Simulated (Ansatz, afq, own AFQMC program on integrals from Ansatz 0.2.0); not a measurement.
## Where AFQMC and coupled cluster stand for SiN, doublet

```yaml
atoms:
  - { symbol: Si, position_ang: [0.0000, 0.0000, 0.0000] }
  - { symbol: N, position_ang: [0.0000, 0.0000, 1.2340] }
```

Basis 6-31G. Only valence electrons are correlated. Ansatz 0.2.0 and our own AFQMC program on the same integrals; the CISD trial comes from CCSD amplitudes, and released means the phaseless constraint is let go. Uncertainties: one standard error, sampling alone.

Determinant: UHF, the one that the program's search chose, which needn't be the lowest solution. The geometry is a point of a scan.

Full CI on the same integrals is exact in this basis and with this determinant's frozen core.

Cautions: strong correlation (T1 0.065, weight of the determinant 0.84, largest double 0.08); unrestricted determinant slightly spin contaminated (⟨S²⟩ 0.80 against 0.75); the released energies are still falling, so no released level is given (meV from the phaseless value at times in 1/Eh: 0 ± 4 at 0.24, -4 ± 4 at 0.51, -5 ± 3 at 0.99, -12 ± 3 at 1.62, -15 ± 5 at 2.40), though the last usable value meets full CI within the noise.

The T1 diagnostic is 0.0651 and the weight of the determinant in the CISD state is 0.837. The ⟨S²⟩ of the determinant is 0.804 and the size of the correlated space is 9 electrons in 16 orbitals.

| level | correlation energy (eV) |
| --- | --- |
| MP2 | -3.4291 |
| CCSD | -3.9900 |
| CCSD(T) | -4.1106 |

Problem. Estimate where phaseless AFQMC with a CISD trial lies against CCSD(T) on the same integrals.

Solution. 1.08 ± 0.17 mEh below CCSD(T).

Reference: full CI, correlation energy -4.163 eV.

| level | E − E(reference) (mEh) | share of correlation (%) |
| --- | --- | --- |
| CCSD(T) | 1.92 | 98.74 |
| CCSDT | 0.93 | 99.39 |
| CCSDT(Q) | -0.01 | 100.01 |
| CCSDTQ | 0.09 | 99.94 |
| ph-AFQMC/CISD | 0.84 ± 0.17 | 99.45 |

CCSDT and higher add their correlation energy to the determinant of the CCSD(T) run, since their own runs factorise the integrals more tightly (a shift of under 2 meV). A walk keeps the symmetry of its determinant, which the program's search chose and which needn't be the lowest solution, so a lower state of the same spin and another symmetry isn't excluded.
